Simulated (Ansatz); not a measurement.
The same path of ClH + H4OSi (8 atoms, charge 0, multiplicity 1) was run twice with different band settings. Lost on the way: Si1–O2, Cl7–H8. Made: Si1–Cl7, O2–H8.

The calculation used Ansatz, RKS PBE-D4/cc-pVDZ.

Relaxed end points:

```xyz
8
Properties=species:S:1:pos:R:3
Si -0.217 0.253 -0.120
O 0.036 -0.162 1.542
H -0.792 -0.273 2.050
H 1.169 0.365 -0.681
H -0.948 1.571 -0.201
H -1.013 -0.812 -0.833
Cl 1.755 -2.649 1.976
H 1.044 -1.524 1.842
```

```xyz
8
Properties=species:S:1:pos:R:3
Si 0.421 -0.119 -0.371
O -0.713 -0.339 2.376
H -1.122 -1.218 2.250
H 1.013 -0.006 -1.753
H 0.431 1.221 0.299
H -0.940 -0.742 -0.468
Cl 1.733 -1.439 0.651
H 0.211 -0.587 2.590
```

Common settings: movable images 7; climbing image yes; spring 5.0 eV/Å²; optimiser quadratic models (default); start path through a guess of the saddle point; force threshold 0.05 eV/Å; end points relaxed.

| run | iteration limit |
| --- | --- |
| 1 | 60 |
| 2 | 6 |

(1) What does each run give, and how far can it be trusted?

## Answers

(1) Run 1: converged after 39 iterations, highest image 0.674 eV above the first end. A vibrational analysis at the climbing image gives one clearly imaginary mode, 184i cm⁻¹: a first-order saddle point.
Run 2: not converged after 6 iterations, highest image 0.767 eV above the first end. The band didn't meet its force threshold, so its energies are provisional: the largest band force was still 0.54 eV/Å, and over the last iterations the top moved between 0.77 and 0.84 eV.
The orbitals stay closed-shell, which can raise the energy where a bond breaks towards radicals; this wasn't checked here.
